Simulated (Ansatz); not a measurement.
```yaml
crystal:
  periodic: [false, false, false]
  atoms:
    - {symbol: Al, position_ang: [0.000000, 0.000000, -1.720566]}
    - {symbol: C, position_ang: [0.000000, 0.000000, 0.281230]}
    - {symbol: N, position_ang: [0.000000, 0.000000, 1.439336]}
basis:
  gaussian: {orbitals: def2-TZVP}
hamiltonian: {xc: pbe0}
relax: {f_tol: 0.004, max_steps: 80}
```

```sh
$ ansatz run in.yaml --threads 1 --pin off --events-out ev --progress --plain --max-ram 2176MiB
```

Steps of the relaxation (energy above the last step; positions in Å, forces in eV/Å):

```
3
step 1, 3.1 meV
Al    0.000    0.000   -1.721    0.000    0.000   -0.263
C     0.000    0.000    0.281    0.000    0.000    0.383
N     0.000    0.000    1.439    0.000    0.000   -0.120
```

```
3
step 2, 0.6 meV
Al    0.000    0.000   -1.729    0.000    0.000   -0.115
C     0.000    0.000    0.286    0.000    0.000    0.105
N     0.000    0.000    1.443    0.000    0.000    0.009
```

```
3
step 3, 0.0 meV
Al    0.000    0.000   -1.736    0.000    0.000   -0.002
C     0.000    0.000    0.289    0.000    0.000    0.005
N     0.000    0.000    1.446    0.000    0.000   -0.003
```

```
3
step 4, 0.0 meV
Al    0.000    0.000   -1.736    0.000    0.000    0.000
C     0.000    0.000    0.289    0.000    0.000    0.000
N     0.000    0.000    1.447    0.000    0.000    0.000
```

Close pairs at the end: C2–N3 1.157 Å, Al1–C2 2.025 Å.

A stationary point of restricted PBE0 after 4 steps (its stability towards spin polarisation wasn't tested); no frequencies were run, so it isn't proven a minimum. 7 s on 1 thread of Intel Xeon Platinum 8375C, shared host.
